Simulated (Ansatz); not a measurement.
# Worked example: CH3⁺, singlet against CH₃, doublet

Geometry (PBE0/def2-TZVP stationary point of a doublet), kept for both states:

```tsv
atom	x (Å)	y (Å)	z (Å)
C	0.0000	0.0000	0.0000
H	1.0799	0.0140	-0.0003
H	-0.5521	0.9282	-0.0027
H	-0.5278	-0.9423	0.0031
```

Basis 6-31G; Ansatz 0.2.0. Only valence electrons are correlated (noble-gas cores frozen). Prefix R: restricted or restricted open-shell reference; prefix U: unrestricted.

Full CI is exact within this basis and frozen core; it isn't the basis-set limit. The frozen core follows each run's orbitals, which can shift R against U totals by a few meV.

```csv
level,"E(CH3, doublet) (hartree)","E(CH3⁺, singlet) (hartree)"
UHF,-39.546514,-39.216199
UMP2,-39.622058,-39.280975
UCCSD(T),-39.641201,-39.299066
PBE,-39.761994,-39.399997
PBE0,-39.773237,-39.411180
full CI,-39.641500,-39.299345
```

Q: Give the vertical gap, CH3⁺ singlet less CH3 doublet, at each level in eV (1 hartree = 27.2114 eV), and each error against full CI.

A: full CI: (-39.299345 − (-39.641500)) × 27.2114 = 9.311 eV (the reference)
PBE0: (-39.411180 − (-39.773237)) × 27.2114 = 9.852 eV, error 0.541 eV
PBE: (-39.399997 − (-39.761994)) × 27.2114 = 9.850 eV, error 0.539 eV
UCCSD(T): (-39.299066 − (-39.641201)) × 27.2114 = 9.310 eV, error -0.001 eV
UMP2: (-39.280975 − (-39.622058)) × 27.2114 = 9.281 eV, error -0.030 eV
UHF: (-39.216199 − (-39.546514)) × 27.2114 = 8.988 eV, error -0.323 eV

Total energies of functionals can't be set beside those of wave-function methods, since they hold the core's correlation and their own absolute errors; only the differences compare.

The set has no polarisation functions, so the order and spacing of states can differ from the basis-set limit.

In so small a basis the reference is far from its limit while semilocal and hybrid functionals are nearer theirs, so the functionals' errors here hold much of the reference's basis and frozen-core error, which can add to them or hide them.

Each level lands on the state that its own search finds. T1 diagnostics of restricted CCSD: 0.015 and 0.003.
